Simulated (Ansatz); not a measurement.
**UB2PLYP/6-31G(d) (spherical functions) run of NH2 (SMILES [NH2])**

What is the energy change on altering one bond length of NH2 at UB2PLYP/6-31G* (spherical functions)? 

The calculation is run with Ansatz 0.2.0.

48 further runs of the same task are left out: 48 set aside as unsound or not needed.

**1. The molecule**

NH2 has 3 atoms, charge 0, and is taken as a doublet. SMILES: `[NH2]`. The shape is that of a GFN2-xTB optimisation.

Bond lengths: N1–H2 1.014 Å, N1–H3 1.014 Å. Angles: H2–N1–H3 110.0°.

**2. The energy at UB2PLYP/6-31G(d) (spherical functions)**

Contents of job.yaml:

```yaml
crystal:
  periodic: [false, false, false]
  atoms:
    - {symbol: N, position_ang: [0.307180, -0.182210, 0.151440]}
    - {symbol: H, position_ang: [0.155580, 0.820260, 0.174790]}
    - {symbol: H, position_ang: [-0.462760, -0.638040, -0.326220]}
basis:
  gaussian:
    orbitals: 6-31G_st_-spherical.json
magnetization:
  spin_polarized: true
  initial_magnetization: 1
hamiltonian:
  xc: {name: B2PLYP}
correlation:
  frozen_orbitals: {H: 0, "N": 1}
accuracy: high
```

The basis set 6-31G* is read from a file made from the Basis Set Exchange's data (not shown).

On the command line:

```sh
ansatz run job.yaml --threads 1 --pin off --max-ram 2610MiB --events-out events.jsonl --progress --plain --runs-dir runs
```

Output:

```text
Warning: RAYON_NUM_THREADS=1 ignored (pool sized by the plan → 1); use --threads N
Functional definition: B2PLYP
  name "B2PLYP"
  parameter a = 0.53
  parameter c = 0.27
  exchange = (1 - a)*b88_x + a*exact_x
  correlation = (1 - c)*lyp_c + c*(mp2_os + mp2_ss)
330 factors; integrals over basis functions are off by at most 4.2e-9 eV
mean field evaluation 1: about -1516.3036 eV, gradient 1.6e1 eV
mean field evaluation 2: about -1516.3014 eV, gradient 1.6e1 eV
mean field evaluation 4: about -1517.3914 eV, gradient 6.5e-1 eV
mean field evaluation 8: about -1517.3939 eV, gradient 1.1e-2 eV
mean field evaluation 16: about -1517.3939 eV, gradient 8.9e-7 eV
mean field -1517.39386685 eV, -55.7631960801 hartree, gradient 3.0e-8 eV, S^2 0.754188; 0 other end points of the search recorded, 0 dependent functions left out
1 core orbitals not correlated: weight in the atoms' cores, before any rotation towards them, 1.000 or more for the frozen orbitals, at most 0.000 for the correlated occupied ones
reference -1517.39387887 eV, -55.7631965219 hartree; 4, 3 occupied and 13, 14 virtual orbitals, 330 factors
second order -4.29959309 eV of doubles, -0.00000000 eV of singles
Total energy: -1518.55476900 eV, -55.8058584475 hartree
```

Wall time 0.79 s (1 thread of Arm Neoverse V1, shared host); peak memory 0.092 GiB.

**3. The distorted shape at the same level**

Contents of molecule.yaml:

```yaml
crystal:
  periodic: [false, false, false]
  atoms:
    - symbol: "N"
      position_ang: [0.345084, -0.432856, 0.145602]
    - symbol: H
      position_ang: [0.155580, 0.820260, 0.174790]
    - symbol: H
      position_ang: [-0.424856, -0.888686, -0.332058]
basis:
  gaussian:
    orbitals: 6-31G_st_-spherical.json
accuracy: high
magnetization:
  spin_polarized: true
  initial_magnetization: 1
correlation:
  frozen_orbitals: {H: 0, "N": 1}
hamiltonian:
  xc: {name: B2PLYP}
```

The basis set 6-31G* is read from a file made from the Basis Set Exchange's data (not shown).

On the command line:

```sh
ansatz run molecule.yaml --threads 1 --pin off --max-ram 2610MiB --events-out events.jsonl --progress --plain --runs-dir runs
```

Output, shortened:

```text
Warning: RAYON_NUM_THREADS=1 ignored (pool sized by the plan → 1); use --threads N
[... 2 set-up lines as earlier in the session ...]
[...]
333 factors; integrals over basis functions are off by at most 4.4e-9 eV
[...]
mean field -1516.56403029 eV, -55.7327001491 hartree, gradient 3.0e-8 eV, S^2 0.757769; 0 other end points of the search recorded, 0 dependent functions left out
1 core orbitals not correlated: weight in the atoms' cores, before any rotation towards them, 1.000 or more for the frozen orbitals, at most 0.000 for the correlated occupied ones
reference -1516.56404236 eV, -55.7327005928 hartree; 4, 3 occupied and 13, 14 virtual orbitals, 333 factors
second order -4.57726507 eV of doubles, -0.00000000 eV of singles
Total energy: -1517.79990393 eV, -55.7781176678 hartree
```

Wall time 0.81 s (1 thread of Arm Neoverse V1, shared host); peak memory 0.092 GiB.

**4. Outcome**

Level: UB2PLYP/6-31G* (spherical functions), 1 core orbital frozen.

| quantity | value |
| --- | --- |
| first shape: total energy | -55.80586 Eh |
| first shape: ⟨S²⟩ | 0.754 |
| distorted shape: total energy | -55.77812 Eh |
| distorted shape: ⟨S²⟩ | 0.758 |
| energy change with the N1–H2 bond stretched from 1.014 to 1.268 Å | 0.755 eV |

With the N1–H2 bond stretched from 1.014 to 1.268 Å the energy rises by 0.75 eV (17.4 kcal/mol). The first shape isn't relaxed at this level, so the change isn't measured from a minimum.
